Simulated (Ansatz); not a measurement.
An input meant for Mg3⁻ (charge -1, doublet; atoms displaced at random, 0.03 Å in each coordinate).

```yaml
crystal:
  periodic: [true, true, true]
  atoms:
    - {symbol: Mg, position_ang: [1.626158, -0.565448, -0.499894]}
    - {symbol: Mg, position_ang: [-0.266267, 0.635266, 1.587320]}
    - {symbol: Mg, position_ang: [-1.285538, -0.046682, -1.124790]}
basis:
  gaussian: {orbitals: cc-pVTZ, final_grid: {core_spheres: 5, valence_spheres: 4, degree: 11}}
total_charge: -1
magnetization: {spin_polarized: true, initial_magnetization: 1}
hamiltonian: {xc: {name: LC-wPBE}}
scf: {lower_state_search: off}
```

```sh
$ ansatz run in.yaml --threads 4 --pin off --events-out ev --progress --plain --max-ram 3916MiB
```

It prints (some lines left out):

```
Error: YAML parse error: error: line 2 column 3: crystal: missing field `lattice` (a structure is typed as `lattice` and `atoms`, a molecule's as `atoms` in Å alone, or read from a run's directory, `checkpoint`)
 --> <input>:2:3
1 | crystal:
2 |   periodic: [true, true, true]
3 |   atoms:
4 |     - {symbol: Mg, position_ang: [1.626158, -0.565448, -0.499894]}
```

In this input the species is marked periodic without a cell. The program refused the input.
